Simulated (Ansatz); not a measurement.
Bi₂OS₂ (P4/nmm, No. 129; cell taken from a computed entry) was calculated with PBEsol in Ansatz (plane waves, PAW).

Settings: plane-wave cutoff 520 eV, 8×8×4 k mesh (along the axes of the cell as run), Fermi–Dirac smearing 0.01 eV, scalar-relativistic PAW data made under PBE.

Cell (relaxed with PBEsol):

Bi$_{2}$OS$_{2}$ is modelled in the tetragonal space group P4/nmm, origin choice 1 (No. 129), Pearson symbol tP10. Cell: a = b = 3.9329 Å, c = 13.8612 Å, α = β = γ = 90.00°. Bi1 on 2c has 1 S at 2.513 Å and 4 S at 2.807 Å and 1 S at 3.278 Å (octahedral). Bi2 on 2c is surrounded by 4 O at 2.336 Å and 4 S at 3.082 Å. S1 on 2c sees 4 Bi at 2.807 Å and 1 Bi at 3.278 Å (square pyramidal). S2 on 2c sees 1 Bi at 2.513 Å and 4 Bi at 3.082 Å. O on 2b sees 4 Bi at 2.336 Å (tetrahedral). (Neighbours: up to the widest gap in distance over summed covalent radii, below 1.35, at either atom; cation-cation and far metal-metal contacts left out.)

Task: What does this level give for the band gap and direct gap at Γ?

Result: 
- band gap: 0.94 eV
- direct gap at Γ: 2.28 eV

Note: the cell has widely spaced layers and the level no dispersion term, so their spacing and the moduli can rest on weak binding.

Spin–orbit coupling is not included; with these elements it can move the gap by several tenths of an eV or more.

The computed numbers hold no vibrational or temperature effects.

Ansatz is a quantum-chemistry and plane-wave program.
